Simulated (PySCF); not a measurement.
# Homolysis of 1-chloro-2-fluoroethene, bond by bond

Molecule: 1-chloro-2-fluoroethene, `F/C=C/Cl` (C2H2ClF). Non-hydrogen atoms are numbered in `[F:1]/[CH:2]=[CH:3]/[Cl:4]`.

Energies: M06-2X/def2-TZVP (PySCF, density fitting, integration grid level 3) on PBE0-D3(BJ)/def2-SVP structures. Thermal corrections: PBE0-D3(BJ)/def2-SVP frequencies, unscaled, ideal gas at 298.15 K and 1 bar, quasi-RRHO entropy.

```
  bond  r / Å         radicals  BDE(298 K) / eV  BDFE / eV  D₀ / eV  Dₑ / eV
C3–Cl4  1.718    [CH]=CF + Cl•             4.15       3.71     4.11     4.24
  C3–H  1.092  F/C=[C]/Cl + H•             4.78       4.41     4.72     5.06
  C2–H  1.094  F/[C]=C/Cl + H•             4.89       4.52     4.83     5.18
 F1–C2  1.326    F• + [CH]=CCl             5.28       4.83     5.23     5.41
```

Homolysis to relaxed radicals in the gas phase; the table need not hold every single bond outside rings.

Weakest of these: C3–Cl4 (4.15 eV); strongest: F1–C2 (5.28 eV).

Caveats: spin-orbit coupling is left out of the energies, which matters for open shells on the heavier atoms.
